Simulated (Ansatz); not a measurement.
## Where CCSD(T) holds and where it slips

Each species is computed at the geometry given (Å), with frozen cores, in Ansatz 0.2.0: RHF-CCSD(T) for singlets, UHF-CCSD(T) otherwise, and full CI in the same basis. The program picks the determinant by trial CCSD, so it needn't be the lowest Hartree–Fock solution. States: O2 Σg⁻ or Δg, HBe–BeH Σ⁺ or Δ, HBBe A', NO⁺ Σ⁺ or Δ, NH⁻ Π. Cases whose determinant has another symmetry than full CI's state, or whose (Q) step broke down, weren't drawn.

Task: Judging by size, spin and bonding and the diagnostics given, rank them by the size of CCSD(T)'s error in total energy against full CI in the same basis, smallest first (an estimate).
A. NO⁺, singlet, 6-31G: N 0.000 0.000 0.000; O 0.000 0.000 1.176. T1 0.027, (T) -394 meV in a correlation energy of -8.04 eV
B. HBBe, singlet, 6-31G: B 0.000 -0.367 0.744; Be 0.000 0.358 -1.030; H 0.000 0.739 1.237. T1 0.046, (T) -151 meV in a correlation energy of -3.57 eV
C. HBe–BeH, singlet, cc-pVDZ: Be 0.000 0.000 0.927; Be 0.000 0.000 -1.179; H 0.000 0.000 2.779; H 0.000 0.000 -2.526. T1 0.012, (T) -44 meV in a correlation energy of -3.00 eV
D. O2, triplet, 6-31G: O 0.000 0.000 0.000; O 0.000 0.000 1.193. T1 0.013, (T) -148 meV in a correlation energy of -6.42 eV
E. NH⁻, doublet, 6-31++G**: N 0.000 0.000 0.000; H 0.000 0.000 0.811. T1 0.023, (T) -107 meV in a correlation energy of -4.63 eV

Result: C (18.2 meV), E (26.6 meV), B (40.4 meV), D (52.3 meV), A (83.9 meV).

```tsv
species	basis	correlated electrons	CCSD(T) − full CI (meV)	CCSDT(Q) − full CI (meV)	unpaired electrons (full CI)	T1	⟨S²⟩ of the determinant
HBe–BeH, singlet	cc-pVDZ	6	18.2	0.6	0.08	0.012	0.00
NH⁻, doublet	6-31++G**	7	26.6	-1.6	1.04	0.023	0.78
HBBe, singlet	6-31G	6	40.4	1.5	0.74	0.046	0.00
O2, triplet	6-31G	12	52.3	0.1	2.04	0.013	2.03
NO⁺, singlet	6-31G	10	83.9*	-3.3	0.18	0.027	0.00
```

Unpaired electrons are Σ n²(2−n)² over natural occupations; an open shell counts its own unpaired electrons too. Frozen cores follow each run's orbitals, which moves totals by a few meV. No single determinant describes HBBe, singlet well, by full CI's occupations. An asterisk marks runs whose energy the program itself flagged as in doubt.
